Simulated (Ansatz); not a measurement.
# Relative stability

Two relaxed structures of NaAlH₂O, singlet (PBE0-D4/def2-TZVP; forces vanish, vibrations not checked).

A:

| atom | x (Å) | y (Å) | z (Å) |
| --- | --- | --- | --- |
| O1 | -1.0006 | -0.8002 | -0.2178 |
| Al2 | 0.3051 | 0.3071 | 0.0288 |
| Na3 | 2.2980 | -0.5634 | 1.9303 |
| H4 | -1.6944 | -0.5693 | -0.8367 |
| H5 | 0.0918 | 1.6257 | -0.9047 |

B:

```xyz
5
angstrom
O 0.3538 0.5182 -0.0637
Al -0.7875 -0.8839 -0.0197
Na 1.5265 -0.6113 1.4234
H -1.9922 -0.5253 -1.0695
H 0.1864 1.2754 -0.6300
```

Program: Ansatz 0.2.0. Basis: def2-TZVPP. Cores are frozen in the correlated methods. The outer core shell of Li, Na, Mg and K is correlated. The def2 sets are not built for correlating such inner shells, so the correlated values are less sure here. B3LYP uses VWN-RPA correlation.

Which structure is lower at CCSD(T), and by how much? (To be estimated.)

Computed: B, by 9.0 kJ/mol (electronic energy, against the other). By their contacts, A is NaAlH₂O ([OH][AlH][Na]) and B is NaAlH₂O ([OH]1[Na][AlH]1).

All methods give the same order:

```
   method  E(B) − E(A) (kJ/mol)
   PBE-D4                  -4.7
r2SCAN-D4                 -10.5
  PBE0-D4                  -4.4
 B3LYP-D4                  -5.1
  wB97M-V                  -9.8
       HF                  -1.4
      MP2                  -7.7
     CCSD                  -8.1
  CCSD(T)                  -9.0
```

The T1 diagnostic stays at or below 0.013. The restricted Hartree–Fock reference is unstable towards an unrestricted one at one or more of these structures.

Labels in which every atom is bracketed show which atoms are joined, not bond orders.

For scale, one of the runs: CCSD(T)/def2-TZVPP, 133 basis functions, launched by `ansatz run in.yaml --threads 2 --pin off --events-out ev --progress --plain --max-ram 4352MiB`. Hardware: 2 CPU threads of an Arm Neoverse V1, shared host. Wall time 13 s; peak host memory 0.71 GiB.
